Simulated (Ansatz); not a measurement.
Cubic X2O5: space group Pn-3m, simple cubic cell, positions in fractions of the edge: X (0 0 0), (0.5 0.5 0), (0.5 0 0.5), (0 0.5 0.5); O (0.5 0 0), (0 0.5 0), (0 0 0.5), (0.5 0.5 0.5), (0.75 0.75 0.25), (0.75 0.25 0.75), (0.25 0.75 0.75), (0.75 0.25 0.25), (0.25 0.75 0.25), (0.25 0.25 0.75).

A crystal in the cubic X2O5 structure was computed with PBE in Ansatz (plane waves, PAW datasets (generated soft set 1); cutoff 420 eV), no spin polarisation, no spin–orbit coupling, Fermi–Dirac smearing of 0.061 eV, k-spacing 0.06 Å⁻¹. It has a₀ = 6.100 Å and B₀ = 62 GPa.

Task: Which is it?
A. Ba2O5
B. Tl2O5
C. Os2O5
D. Cu2O5
E. O5F2

Result: A. The five: Ba2O5 6.100 Å, 62 GPa; O5F2 4.954 Å, 121 GPa; Cu2O5 5.046 Å, 152 GPa; Os2O5 5.018 Å, 273 GPa; Tl2O5 5.559 Å, 112 GPa.

Model structures, not the usual forms at ambient conditions (metastable or hypothetical): Ba2O5, O5F2, Cu2O5, Os2O5, Tl2O5. Spin polarisation is left out, and a magnetic state may lie lower for Ba2O5, Cu2O5, Os2O5, Tl2O5. Spin–orbit coupling is left out, which matters for 6p elements such as Tl, Pb and Bi.
